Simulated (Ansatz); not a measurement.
Cadmium, hcp: convergence with Fermi-Dirac smearing

Computed with Ansatz, LDA, scalar-relativistic PAW, on the relaxed cell (a = 2.882 Å, c = 5.638 Å (c/a = 1.957); spin not included). Errors count from a run at 420 eV on a Γ-centred 21×21×9 mesh with Fermi-Dirac smearing of 0.1 eV, extrapolated to zero width. Fixed here: cutoff 420 eV, mesh 13×13×6. The SCF starts from atomic densities corrected by a trained network.

```tsv
width (eV)	E(σ→0) error (meV/atom)	F error (meV/atom)	P (GPa)	SCF iterations
0.01	-1.9	-1.9	0.05	6
0.03	-1.9	-2.1	0.06	6
0.1	-1.4	-5.0	0.07	6
0.2	-0.6	-16.3	0.20	6
0.3	2.1	-37.1	0.47	6
0.6	14.5	-166.6	1.81	6
1.0	34.4	-500.4	4.37	6
```
